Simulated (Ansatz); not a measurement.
A run on `B1PP1` with other settings.

```yaml
crystal:
  periodic: [false, false, false]
  atoms:
    - {symbol: B, position_ang: [-0.643837, -0.351214, -0.352060]}
    - {symbol: P, position_ang: [0.694149, 0.954596, -0.603081]}
    - {symbol: P, position_ang: [0.449051, -0.385131, 1.185037]}
    - {symbol: H, position_ang: [-1.593935, -0.848156, -0.854615]}
    - {symbol: H, position_ang: [1.533951, 0.018828, -1.274018]}
    - {symbol: H, position_ang: [-0.397380, 0.547078, 1.852637]}
basis:
  gaussian: {orbitals: "6-31G*"}
hamiltonian: {xc: {name: r2SCAN0}, dispersion: d3bjatm}
accuracy: high
output: {forces: true}
```

```sh
$ ansatz run in.yaml --threads 2 --pin off --events-out ev --progress --plain --max-ram 4352MiB
```

It prints (some lines left out):

```
Functional definition: r2SCAN0
1265 factors; integrals over basis functions are off by at most 4.0e-9 eV
mean field evaluation 1: about -19297.6125 eV, gradient 1.2e1 eV
mean field evaluation 2: about -19297.7544 eV, gradient 1.0e1 eV
mean field evaluation 4: about -19298.1148 eV, gradient 6.1e-1 eV
mean field evaluation 8: about -19298.2921 eV, gradient 4.6e-2 eV
mean field evaluation 16: about -19298.2921 eV, gradient 1.3e-5 eV
mean field -19298.29208624 eV, -709.1991533172 hartree, gradient 7.1e-8 eV, S^2 0.000000; 0 other end points of the search recorded, 0 dependent functions left out
reference -19298.29208667 eV, -709.1991533331 hartree; 19, 19 occupied and 40, 40 virtual orbitals, 1265 factors
Total energy: -19298.33697550 eV, -709.2008029672 hartree
Atom 0 at    -0.643837    -0.351214    -0.352060 Å, force    -0.109515    -0.057683    -0.058438 eV/Å
Atom 1 at     0.694149     0.954596    -0.603081 Å, force     0.129201    -0.031514    -0.141146 eV/Å
Atom 2 at     0.449051    -0.385131     1.185037 Å, force    -0.080944     0.057406     0.167336 eV/Å
Atom 3 at    -1.593935    -0.848156    -0.854615 Å, force     0.041486     0.021730     0.021974 eV/Å
Atom 4 at     1.533951     0.018828    -1.274018 Å, force    -0.035217     0.095685     0.000165 eV/Å
Atom 5 at    -0.397380     0.547078     1.852637 Å, force     0.054989    -0.085624     0.010108 eV/Å
Dipole moment:    -0.154670    -0.081000    -0.081832 e Å
```

Run time 5.5 s (2 threads of an Arm Neoverse V1 on a shared host); peak host memory 0.2 GiB.
